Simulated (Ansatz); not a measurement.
**Basis or method: atomization of GeCl$_{2}$**

GeCl2, singlet; coordinates (Å): Ge 0.000 -0.692 0.000; Cl 0.000 0.709 -1.673; Cl 0.000 0.709 1.673. Quantity: atomization.

Ansatz 0.2.0, basis cc-pVDZ or cc-pVTZ; geometries are PBE0/def2-TZVP minima. Wave-function levels freeze the cores with the filled d shells of p-block atoms; HF, MP2 and coupled cluster are restricted for singlets and unrestricted otherwise, atoms included (their steps beyond CCSDT(Q) come from restricted open-shell runs), restricted open-shell where a d shell is frozen, Kohn–Sham unrestricted where that lies lower. NEVPT2 stands on CASSCF in the full valence space. The reference is CCSDT(Q) or CCSDTQ (coupled cluster only where its series has nearly closed). Semilocal and hybrid functionals correlate all electrons outside any core potential and usually lie nearer their basis limit than the reference, so part of their error here is the reference's basis and frozen-core error; RPA and the MP2 part of double hybrids freeze the same cores as the reference. None of these values is a measured one. Energies are electronic, without zero-point terms. No spin–orbit coupling and no scalar relativity. The species are chosen: bound, without strong static correlation by their natural occupations or amplitudes, in their lowest spin state as far as vertical gaps and like structures tell, and with a ladder that closes on the reference, so errors are smaller than for species at large; levels whose determinant breaks symmetry or spin markedly are left out.

| level | cc-pVDZ (kJ/mol) | cc-pVTZ (kJ/mol) |
| --- | --- | --- |
| reference | 696.8 (CCSDTQ) | 760.8 (CCSDT(Q)) |
| CCSD | 677.3 | 734.8 |
| CCSD(T) | 694.7 | 760.0 |
| NEVPT2 | 715.7 | 773.5 |
| PBE | 812.5 | 826.2 |
| r2SCAN | 797.3 | 813.8 |
| B3LYP | 760.2 | 775.7 |
| RPA-PBE | 609.4 | 678.4 |

From cc-pVDZ to cc-pVTZ the reference moves by 64.0 kJ/mol and PBE by 13.7; the step from CCSD(T) to the reference is 2.1 in the first and 0.8 in the last.
